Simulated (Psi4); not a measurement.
# PN (phosphorus nitride) at B3LYP/pcseg-1 (sweep point 6)

Aim: the energy change on altering one bond length of PN (phosphorus nitride) at B3LYP/pcseg-1 (sweep point 6), from 2 runs. 

The calculation is run with Psi4 1.11.

## Step 1: The system as given

The species is PN (2 atoms), meant as a singlet with charge 0. As SMILES, `N#P`. The bond length is the measured one.

Bond lengths: N1–P2 1.491 Å.

## Step 2: The energy at B3LYP/pcseg-1 (sweep point 6)

np.py

```python
import psi4

psi4.set_memory('1600 MB')
psi4.set_num_threads(1)
psi4.core.set_output_file('output.dat', False)

molecule = psi4.geometry("""
N      0.000000     0.000000     0.000000
P      0.000000     0.000000     1.490866
symmetry c1
""")

psi4.set_options({
    'puream': True,
    'scf_type': 'pk',
    'dft_radial_points': 99,
    'dft_spherical_points': 590,
})

e_tot, wfn = psi4.energy('b3lyp/pcseg-1', return_wfn=True)
print(f'total energy {e_tot:.8f} hartree = {e_tot * 27.211386:.5f} eV')
```

On the command line:

```sh
python np.py
```

output.dat:

```text
=> Loading Basis Set <=

    Name: PCSEG-1
    Role: ORBITAL
    Keyword: BASIS

         ---------------------------------------------------------
                                   SCF
                              RKS Reference
                        1 Threads,   1525 MiB Core
         ---------------------------------------------------------

  ==> Geometry <==

    Molecular point group: c1
    Full point group: C_inf_v

    Geometry (in Angstrom), charge = 0, multiplicity = 1:

       Center              X                  Y                   Z               Mass
    ------------   -----------------  -----------------  -----------------  -----------------
         N            0.000000000000     0.000000000000    -1.026700247492    14.003074004430
         P            0.000000000000     0.000000000000     0.464165752508    30.973761998420

  Running in c1 symmetry.

  Rotational constants: A = ************  B =      0.78649  C =      0.78649 [cm^-1]
  Rotational constants: A = ************  B =  23578.24836  C =  23578.24836 [MHz]
  Nuclear repulsion =   37.269350243650337

  Charge       = 0
  Multiplicity = 1
  Electrons    = 22
  Nalpha       = 11
  Nbeta        = 11

  ==> Algorithm <==

  SCF Algorithm Type is PK.
  DIIS enabled.
  MOM disabled.
  Fractional occupation disabled.
  Guess Type is SAD.
  Energy threshold   = 1.00e-06
  Density threshold  = 1.00e-06
  Integral threshold = 1.00e-12

  ==> Primary Basis <==

  Basis Set: PCSEG-1
    Blend: PCSEG-1
    Number of shells: 14
    Number of basis functions: 32
    Number of Cartesian functions: 34
    Spherical Harmonics?: true
    Max angular momentum: 2

  ==> DFT Potential <==

   => LibXC <=

    Version 7.1.2

   => Composite Functional: B3LYP <=

    B3LYP Hyb-GGA Exchange-Correlation Functional

    Deriv               =              1
    GGA                 =           TRUE
    Meta                =          FALSE

    Exchange Hybrid     =           TRUE
    MP2 Hybrid          =          FALSE

   => Exchange Functionals <=

    0.0800   Slater exchange
    0.7200         Becke 88

   => Exact (HF) Exchange <=

    0.2000               HF

   => Correlation Functionals <=

    0.1900   Vosko, Wilk & Nusair (VWN5_RPA)
    0.8100   Lee, Yang & Parr

   => LibXC Density Thresholds  <==

    XC_HYB_GGA_XC_B3LYP:  1.00E-15

   => Molecular Quadrature <=

    Radial Scheme          =       TREUTLER
    Pruning Scheme         =           NONE
    Nuclear Scheme         =       TREUTLER

    Blocking Scheme        =         OCTREE
    BS radius alpha        =              1
    Pruning alpha          =              1
    Radial Points          =             99
    Spherical Points       =            590
    Total Points           =         110952
    Total Blocks           =            911
    Max Points             =            256
    Max Functions          =             32
    Weights Tolerance      =       1.00E-15

  ==> Integral Setup <==

  Using in-core PK algorithm.
   Calculation information:
      Number of atoms:                   2
      Number of AO shells:              14
      Number of primitives:             35
      Number of atomic orbitals:        34
      Number of basis functions:        32

      Integral cutoff                 1.00e-12
      Number of threads:                 1

  Performing in-core PK
  Using 279312 doubles for integral storage.
  We computed 5460 shell quartets total.
  Whereas there are 5565 unique shell quartets.

  ==> DiskJK: Disk-Based J/K Matrices <==

    J tasked:                  Yes
    K tasked:                  Yes
    wK tasked:                  No
    Memory [MiB]:             1049
    Schwarz Cutoff:          1E-12

  Cached 100.0% of DFT collocation blocks in 0.093 [GiB].

  Minimum eigenvalue in the overlap matrix is 2.9458529655E-02.
  Reciprocal condition number of the overlap matrix is 9.1285406425E-03.
    Using symmetric orthogonalization.

  ==> Pre-Iterations <==

  SCF Guess: Superposition of Atomic Densities via on-the-fly atomic UHF (no occupation information).

   -------------------------
    Irrep   Nso     Nmo
   -------------------------
     A         32      32
   -------------------------
    Total      32      32
   -------------------------

  ==> Iterations <==

                        Total Energy        Delta E     RMS |[F,P]|

   @RKS iter SAD:  -395.59595193087790   -3.95596e+02   0.00000e+00
   @RKS iter   1:  -395.65919644753438   -6.32445e-02   2.79972e-02 ADIIS/DIIS
   @RKS iter   2:  -393.46612713796299    2.19307e+00   5.62296e-02 ADIIS/DIIS
   @RKS iter   3:  -396.00149166377366   -2.53536e+00   1.10854e-02 ADIIS/DIIS
   @RKS iter   4:  -396.05667770767383   -5.51860e-02   2.14912e-03 ADIIS/DIIS
   @RKS iter   5:  -396.05909729380124   -2.41959e-03   7.73613e-04 ADIIS/DIIS
   @RKS iter   6:  -396.05938967925027   -2.92385e-04   4.97942e-05 DIIS
   @RKS iter   7:  -396.05939102179502   -1.34254e-06   1.09687e-05 DIIS
   @RKS iter   8:  -396.05939108493038   -6.31354e-08   9.37644e-07 DIIS
  Energy and wave function converged.

  ==> Post-Iterations <==

   Electrons on quadrature grid:
      Ntotal   =   22.0000000707 ; deviation = 7.067e-08

    Orbital Energies [Eh]
    ---------------------

    Doubly Occupied:

       1A    -77.096086     2A    -14.351767     3A     -6.596281
       4A     -4.761174     5A     -4.761174     6A     -4.757864
       7A     -0.860146     8A     -0.495546     9A     -0.339233
      10A     -0.339233    11A     -0.330512

    Virtual:

      12A     -0.088778    13A     -0.088778    14A      0.048869
      15A      0.217317    16A      0.225909    17A      0.225909
      18A      0.383630    19A      0.578361    20A      0.578361
      21A      0.584562    22A      0.639680    23A      0.639680
      24A      0.722340    25A      0.722340    26A      1.085934
      27A      1.160576    28A      1.938739    29A      1.938739
      30A      2.158824    31A      2.158824    32A      2.621356

    Final Occupation by Irrep:
              A
    DOCC [    11 ]
    NA   [    11 ]
    NB   [    11 ]

  @RKS Final Energy:  -396.05939108493038

   => Energetics <=

    Nuclear Repulsion Energy =             37.2693502436503366
    One-Electron Energy =                -619.9766980014112505
    Two-Electron Energy =                 210.8931642752939410
    DFT Exchange-Correlation Energy =     -24.2452076024634806
    Empirical Dispersion Energy =           0.0000000000000000
    VV10 Nonlocal Energy =                  0.0000000000000000
    Total Energy =                       -396.0593910849304393

Computation Completed

Properties will be evaluated at   0.000000,   0.000000,   0.000000 [a0]

Properties computed using the SCF density matrix

 Multipole Moments:

 ------------------------------------------------------------------------------------
     Multipole            Electronic (a.u.)      Nuclear  (a.u.)        Total (a.u.)
 ------------------------------------------------------------------------------------

 L = 1.  Multiply by 2.5417464519 to convert [e a0] to [Debye]
 Dipole X            :         -0.0000000            0.0000000           -0.0000000
 Dipole Y            :          0.0000000            0.0000000            0.0000000
 Dipole Z            :          1.4672506           -0.4240837            1.0431669
 Magnitude           :                                                    1.0431669

 ------------------------------------------------------------------------------------

	total time  =          4 seconds =       0.07 minutes
```

Standard output:

```text
total energy -396.05939108 hartree = -10777.32497 eV
```

Wall time 6.3 s (1 thread of Intel Xeon Platinum 8259CL at 2.50GHz (Skylake/Cascade Lake), shared host); peak memory 0.3 GiB.

## Step 3: The distorted shape at the same level

calc.py

```python
import psi4

psi4.set_memory('1600 MB')
psi4.set_num_threads(1)
psi4.set_output_file('run.log', False)

geom = psi4.geometry("""
N      0.000000     0.000000    -0.298134
P      0.000000     0.000000     1.490866
units angstrom
symmetry c1
""")

psi4.set_options({
    'basis': 'pcseg-1',
    'puream': True,
    'scf_type': 'pk',
    'dft_radial_points': 99,
    'dft_spherical_points': 590,
})

e, wfn = psi4.energy("b3lyp", molecule=geom, return_wfn=True)
print(f'b3lyp energy: {e:.10f} Eh')
```

On the command line:

```sh
python calc.py
```

run.log:

```text
h
    h
    h

    -----------------------------------------------------------------------

    Memory:     1.5 GiB
    Threads:    1
                ecpint, einsums, f̶o̶r̶t̶e̶, gauxc, gcp, g̶d̶m̶a̶, geometric, g̶p̶u̶_̶d̶f̶c̶c̶,
                i̶n̶t̶e̶g̶r̶a̶t̶o̶r̶x̶x̶, i̶p̶i̶, libefp, m̶d̶i̶, m̶p̶2̶d̶, m̶r̶c̶c̶, ooo,
                o̶p̶e̶n̶f̶e̶r̶m̶i̶o̶n̶p̶s̶i̶4̶, pcmsolver, p̶s̶i̶4̶f̶o̶c̶k̶c̶i̶, p̶s̶i̶x̶a̶s̶,
                p̶y̶e̶i̶n̶s̶u̶m̶s̶, r̶e̶s̶p̶, s̶i̶m̶i̶n̶t̶, s̶n̶s̶m̶p̶2̶,
                v̶2̶r̶d̶m̶_̶c̶a̶s̶s̶c̶f̶

   => Loading Basis Set <=

    Name: PCSEG-1
    Role: ORBITAL
    Keyword: BASIS

         ---------------------------------------------------------
                                   SCF
                              RKS Reference
                        1 Threads,   1525 MiB Core
         ---------------------------------------------------------

  ==> Geometry <==

    Molecular point group: c1
    Full point group: C_inf_v

    Geometry (in Angstrom), charge = 0, multiplicity = 1:

       Center              X                  Y                   Z               Mass
    ------------   -----------------  -----------------  -----------------  -----------------
         N            0.000000000000     0.000000000000    -1.232013301506    14.003074004430
         P            0.000000000000     0.000000000000     0.556986698494    30.973761998420

  Running in c1 symmetry.

  Rotational constants: A = ************  B =      0.54619  C =      0.54619 [cm^-1]
  Rotational constants: A = ************  B =  16374.50115  C =  16374.50115 [MHz]
  Nuclear repulsion =   31.058472398183344

  Charge       = 0
  Multiplicity = 1
  Electrons    = 22
  Nalpha       = 11
  Nbeta        = 11

  ==> Algorithm <==

  SCF Algorithm Type is PK.
  DIIS enabled.
  MOM disabled.
  Fractional occupation disabled.
  Guess Type is SAD.
  Energy threshold   = 1.00e-06
  Density threshold  = 1.00e-06
  Integral threshold = 1.00e-12

  ==> Primary Basis <==

  Basis Set: PCSEG-1
    Blend: PCSEG-1
    Number of shells: 14
    Number of basis functions: 32
    Number of Cartesian functions: 34
    Spherical Harmonics?: true
    Max angular momentum: 2

  ==> DFT Potential <==

   => LibXC <=

    Version 7.1.2

   => Composite Functional: B3LYP <=

    B3LYP Hyb-GGA Exchange-Correlation Functional

    Deriv               =              1
    GGA                 =           TRUE
    Meta                =          FALSE

    Exchange Hybrid     =           TRUE
    MP2 Hybrid          =          FALSE

   => Exchange Functionals <=

    0.0800   Slater exchange
    0.7200         Becke 88

   => Exact (HF) Exchange <=

    0.2000               HF

   => Correlation Functionals <=

    0.1900   Vosko, Wilk & Nusair (VWN5_RPA)
    0.8100   Lee, Yang & Parr

   => LibXC Density Thresholds  <==

    XC_HYB_GGA_XC_B3LYP:  1.00E-15

   => Molecular Quadrature <=

    Radial Scheme          =       TREUTLER
    Pruning Scheme         =           NONE
    Nuclear Scheme         =       TREUTLER

    Blocking Scheme        =         OCTREE
    BS radius alpha        =              1
    Pruning alpha          =              1
    Radial Points          =             99
    Spherical Points       =            590
    Total Points           =         111062
    Total Blocks           =            909
    Max Points             =            256
    Max Functions          =             32
    Weights Tolerance      =       1.00E-15

  ==> Integral Setup <==

  Using in-core PK algorithm.
   Calculation information:
      Number of atoms:                   2
      Number of AO shells:              14
      Number of primitives:             35
      Number of atomic orbitals:        34
      Number of basis functions:        32

      Integral cutoff                 1.00e-12
      Number of threads:                 1

  Performing in-core PK
  Using 279312 doubles for integral storage.
  We computed 5458 shell quartets total.
  Whereas there are 5565 unique shell quartets.

  ==> DiskJK: Disk-Based J/K Matrices <==

    J tasked:                  Yes
    K tasked:                  Yes
    wK tasked:                  No
    Memory [MiB]:             1050
    Schwarz Cutoff:          1E-12

  Cached 100.0% of DFT collocation blocks in 0.092 [GiB].

  Minimum eigenvalue in the overlap matrix is 4.8248982312E-02.
  Reciprocal condition number of the overlap matrix is 1.6137820573E-02.
    Using symmetric orthogonalization.

  ==> Pre-Iterations <==

  SCF Guess: Superposition of Atomic Densities via on-the-fly atomic UHF (no occupation information).

   -------------------------
    Irrep   Nso     Nmo
   -------------------------
     A         32      32
   -------------------------
    Total      32      32
   -------------------------

  ==> Iterations <==

                        Total Energy        Delta E     RMS |[F,P]|

   @RKS iter SAD:  -395.29171215935600   -3.95292e+02   0.00000e+00
   @RKS iter   1:  -395.54384191540407   -2.52130e-01   2.88773e-02 DIIS/ADIIS
   @RKS iter   2:  -392.53163341499214    3.01221e+00   5.64972e-02 DIIS/ADIIS
   @RKS iter   3:  -395.90066704979336   -3.36903e+00   1.36398e-02 DIIS/ADIIS
   @RKS iter   4:  -395.97725115809482   -7.65841e-02   5.56385e-03 DIIS/ADIIS
   @RKS iter   5:  -395.98890128620155   -1.16501e-02   3.31130e-03 DIIS/ADIIS
   @RKS iter   6:  -395.99448069132222   -5.57941e-03   4.55153e-04 DIIS/ADIIS
   @RKS iter   7:  -395.99459013045674   -1.09439e-04   1.64154e-05 DIIS
   @RKS iter   8:  -395.99459026760405   -1.37147e-07   3.70682e-06 DIIS
   @RKS iter   9:  -395.99459027418106   -6.57701e-09   8.73032e-07 DIIS
  Energy and wave function converged.

  ==> Post-Iterations <==

   Electrons on quadrature grid:
      Ntotal   =   22.0000000061 ; deviation = 6.116e-09

    Orbital Energies [Eh]
    ---------------------

    Doubly Occupied:

       1A    -77.137553     2A    -14.403077     3A     -6.624044
       4A     -4.789776     5A     -4.789776     6A     -4.786583
       7A     -0.792340     8A     -0.536926     9A     -0.332964
      10A     -0.306329    11A     -0.306329

    Virtual:

      12A     -0.132346    13A     -0.132346    14A      0.004278
      15A      0.214254    16A      0.226246    17A      0.226246
      18A      0.269293    19A      0.556067    20A      0.556067
      21A      0.574127    22A      0.574127    23A      0.626998
      24A      0.737365    25A      0.737365    26A      0.829897
      27A      1.092800    28A      1.925393    29A      1.925393
      30A      2.002166    31A      2.002166    32A      2.360167

    Final Occupation by Irrep:
              A
    DOCC [    11 ]
    NA   [    11 ]
    NB   [    11 ]

  @RKS Final Energy:  -395.99459027418106

   => Energetics <=

    Nuclear Repulsion Energy =             31.0584723981833442
    One-Electron Energy =                -607.2901396189234902
    Two-Electron Energy =                 204.3376952863668521
    DFT Exchange-Correlation Energy =     -24.1006183398077383
    Empirical Dispersion Energy =           0.0000000000000000
    VV10 Nonlocal Energy =                  0.0000000000000000
    Total Energy =                       -395.9945902741810642

Computation Completed

Properties will be evaluated at   0.000000,   0.000000,   0.000000 [a0]

Properties computed using the SCF density matrix

 Multipole Moments:

 ------------------------------------------------------------------------------------
     Multipole            Electronic (a.u.)      Nuclear  (a.u.)        Total (a.u.)
 ------------------------------------------------------------------------------------

 L = 1.  Multiply by 2.5417464519 to convert [e a0] to [Debye]
 Dipole X            :          0.0000000            0.0000000            0.0000000
 Dipole Y            :         -0.0000000            0.0000000           -0.0000000
 Dipole Z            :          1.5160893           -0.5088893            1.0072000
 Magnitude           :                                                    1.0072000

 ------------------------------------------------------------------------------------

	total time  =          3 seconds =       0.05 minutes
```

On the terminal:

```text
b3lyp energy: -395.9945902742 Eh
```

It took 4.8 s on 1 thread of Intel Xeon Platinum 8259CL at 2.50GHz (Skylake/Cascade Lake), shared host; peak memory 0.3 GiB.

## Step 4: Results

Level: B3LYP/pcseg-1 (sweep point 6).

| quantity | value |
| --- | --- |
| first shape: total energy | -396.05939 Eh |
| first shape: dipole moment | 2.65 D |
| first shape: HOMO energy | -8.99 eV |
| first shape: LUMO energy | -2.42 eV |
| first shape: HOMO–LUMO gap | 6.58 eV |
| distorted shape: total energy | -395.99459 Eh |
| distorted shape: dipole moment | 2.56 D |
| distorted shape: HOMO energy | -8.34 eV |
| distorted shape: LUMO energy | -3.60 eV |
| distorted shape: HOMO–LUMO gap | 4.73 eV |
| energy change with the N1–P2 bond stretched from 1.491 to 1.789 Å | 1.763 eV |

In words: With the N1–P2 bond stretched from 1.491 to 1.789 Å the energy rises by 1.76 eV (170 kJ/mol). The first shape isn't relaxed at this level, so the change isn't measured from a minimum.
